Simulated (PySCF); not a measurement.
# Working out the ionisation energy of O

O [He] 2s2 2p4 (3P) → O+ [He] 2s2 2p3 (4S). Calculation: PySCF 2.14, in dyall-av3z (15s9p3d2f, 71 functions); the non-relativistic Hamiltonian (point nucleus). Frozen: 1s2; the 14 highest virtual orbitals dropped. Energies in hartree (1 hartree = 27.21139 eV):

```
             part   O (lower)  O+ (upper)
              UHF  -74.818711  -74.376978
MP2 opposite-spin   -0.114059   -0.072361
    MP2 same-spin   -0.036867   -0.030194
```

Question: What does Hartree-Fock give?

Answer: (-74.376978) − (-74.818711) = 0.441733 hartree = 12.020 eV.

Question: What do MP2 and SCS-MP2 (6/5 opposite-spin, 1/3 same-spin) give?

Answer: The opposite-spin parts differ by 1.135 eV and the same-spin parts by 0.182 eV. MP2: 12.020 + (1.135) + (0.182) = 13.337 eV. SCS-MP2: 12.020 + 1.2 × (1.135) + (0.182)/3 = 13.443 eV.

Measured between the centres of the two terms (NIST): 13.608 eV, so MP2 (valence) is off by -0.271 eV.

What remains against the reference includes basis incompleteness, the frozen core and correlation beyond second order.
